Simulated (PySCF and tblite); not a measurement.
Results of a calculation; reference values are marked as such.
System: C₄H₉NS, numbered as in [CH2:1]1[CH2:2][S:3][CH2:4][CH2:5][NH:6]1.

Motion: pyramidal inversion at N6. GFN2-xTB gives an electronic barrier of 6.0 kcal/mol and a reaction energy of 1.2 kcal/mol.

Question: What does PBE0/pcSseg-1 + D3(BJ), IEF-PCM chloroform give on PBE0-D3(BJ)/def2-SVP geometries?

Answer: A barrier of 4.7 kcal/mol, 1.3 below the tight-binding barrier (from unrounded values), a reaction energy of -0.2 kcal/mol and, with GFN2-xTB thermal terms, ΔG‡(298 K) = 3.6 kcal/mol and k = 1.5×10¹⁰ s⁻¹ (1 equivalent path).

Question: And the level of the geometries itself, PBE0-D3(BJ)/def2-SVP?

Answer: 3.6 kcal/mol.

Programs: tblite and PySCF.
